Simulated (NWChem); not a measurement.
**A calculation on AlF$_{3}$**

```xyz
4

Al     0.0000     0.0000     0.0000
F      0.0000     0.0000     1.6457
F      1.4252     0.0000    -0.8228
F     -1.4252     0.0000    -0.8228
```
Charge 0, spin multiplicity 1.

Everything below was run with NWChem. The geometry was optimised at B3LYP/def2-SVP, a minimum by its harmonic frequencies.

Symmetry labels belong to the abelian group C2v used in the runs, with the axes of the coordinates shown; states degenerate in a higher group split over its labels.

B3LYP has NWChem's definition, with VWN1-RPA local correlation. The Pople sets run with spherical d functions. The structure started from a generated list of species.

### Question
List the lowest 3 singlet excitations that TD-B3LYP/6-31+G* (spherical d), VWN1-RPA local correlation gives, with oscillator strengths.

### Answer
| state | symmetry | energy (eV) | wavelength (nm) | f |
|---|---|---|---|---|
| 1 | b1 | 7.99 | 155 | 0.000 |
| 2 | a2 | 8.45 | 147 | 0.000 |
| 3 | b2 | 8.45 | 147 | 0.000 |
